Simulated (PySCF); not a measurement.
O: ionisation energy

O [He] 2s2 2p4 (3P) → O⁺ [He] 2s2 2p3 (4S), as a difference of total energies. All numbers are calculated (PySCF 2.14, no relativity, point nucleus, in 6-31G*). Correlated levels: valence: 1s2 frozen. The calculations carry no spin-orbit coupling.

```json
{"method": "UHF", "ionisation energy (eV)": "12.030"}
{"method": "B3LYP", "ionisation energy (eV)": "13.997"}
{"method": "PBE0", "ionisation energy (eV)": "13.739"}
{"method": "MP2 (valence)", "ionisation energy (eV)": "12.965"}
{"method": "CCSD (valence)", "ionisation energy (eV)": "12.973"}
```

Task: Estimate what SCS-MP2 (valence) gives.

Result: 12.965 eV, closest to MP2 (valence) among the rows shown.

Task: Estimate what CCSD(T) (valence) gives.

Result: 12.981 eV, closest to CCSD (valence) among the rows shown.

Errors of the correlated levels include the incompleteness of this basis and the frozen core.

For comparison: 13.608 eV (measured; NIST levels, between the centres of gravity of the two terms).
